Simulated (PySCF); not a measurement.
Bonds broken one at a time in the series C NH2-SH. All species are isolated molecules in the gas phase. One relaxed conformer stands for each flexible species; it need not be the lowest. Strings in code marks are SMILES.

B3LYP has the VWN-RPA correlation part, as in Gaussian. 

A: radical fragment (`[SH]`)
B: radical fragment (`S[C](S)S`)
C: radical fragment (`N[C](S)S`)
D: radical fragment (`N[C](N)S`)
E: radical fragment (`[NH2]`)

Problem. Rank these by highest occupied spin orbital (lowest first), as B3LYP-D3(BJ)/def2-TZVP // PBE0-D4/def2-TZVP (PySCF) gives it.

Solution. E (-8.44 eV), A (-7.17 eV), B (-4.80 eV), C (-4.35 eV), D (-3.99 eV)
